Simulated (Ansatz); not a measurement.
`F/C(Cl)=C(/F)Cl`, 6 atoms. The species carries charge 0 and has multiplicity 1. All runs use 4 threads of an Arm Neoverse V2 on a shared host. Correlated methods freeze the cores.

Q: How many basis functions does each run have, and how long does it take in Ansatz? RKS B3LYP-D4/def2-TZVPP energy and forces; RKS PBE0-D4/def2-SVP energy; RHF-MP2/def2-QZVPP energy; RHF-CCSD(T)/def2-SVP energy; RKS B2PLYP (frozen core)/def2-TZVPP energy; direct RPA on PBE orbitals/def2-TZVPP energy; RHF-CCSD(T)/def2-TZVPP energy; RKS ωB97M-V/def2-SVP energy; RKS PBE0-D4/def2-TZVP frequencies; RKS PBE-QIDH (frozen core)/def2-TZVPP energy; RKS PBE0-D4/def2-QZVPP energy; RKS PBE0-D4/def2-TZVP relaxation (6 steps). (Estimate.)

A: The calculation gave: Other jobs shared the machine, so times are rough.

```json
{"level": "RKS PBE0-D4/def2-SVP", "job": "energy", "functions": "92", "wall time": "0.85 s", "peak host memory (GiB)": "0.18"}
{"level": "RHF-CCSD(T)/def2-SVP", "job": "energy", "functions": "92", "wall time": "1.7 s", "peak host memory (GiB)": "0.28"}
{"level": "RKS ωB97M-V/def2-SVP", "job": "energy", "functions": "92", "wall time": "3.3 s", "peak host memory (GiB)": "0.26"}
{"level": "RKS B3LYP-D4/def2-TZVPP", "job": "energy and forces", "functions": "208", "wall time": "3.3 s", "peak host memory (GiB)": "0.57"}
{"level": "direct RPA on PBE orbitals/def2-TZVPP", "job": "energy", "functions": "208", "wall time": "3.5 s", "peak host memory (GiB)": "0.43"}
{"level": "RKS B2PLYP (frozen core)/def2-TZVPP", "job": "energy", "functions": "208", "wall time": "3.6 s", "peak host memory (GiB)": "0.51"}
{"level": "RKS PBE-QIDH (frozen core)/def2-TZVPP", "job": "energy", "functions": "208", "wall time": "3.8 s", "peak host memory (GiB)": "0.51"}
{"level": "RKS PBE0-D4/def2-QZVPP", "job": "energy", "functions": "368", "wall time": "5.5 s", "peak host memory (GiB)": "1.2"}
{"level": "RHF-MP2/def2-QZVPP", "job": "energy", "functions": "368", "wall time": "13 s", "peak host memory (GiB)": "1.6"}
{"level": "RKS PBE0-D4/def2-TZVP", "job": "relaxation (6 steps)", "functions": "198", "wall time": "21 s", "peak host memory (GiB)": "0.53"}
{"level": "RHF-CCSD(T)/def2-TZVPP", "job": "energy", "functions": "208", "wall time": "30 s", "peak host memory (GiB)": "2"}
{"level": "RKS PBE0-D4/def2-TZVP", "job": "frequencies", "functions": "198", "wall time": "41 s", "peak host memory (GiB)": "0.54"}
```

B3LYP here is the variant with VWN-RPA as its local correlation; programs differ in this.
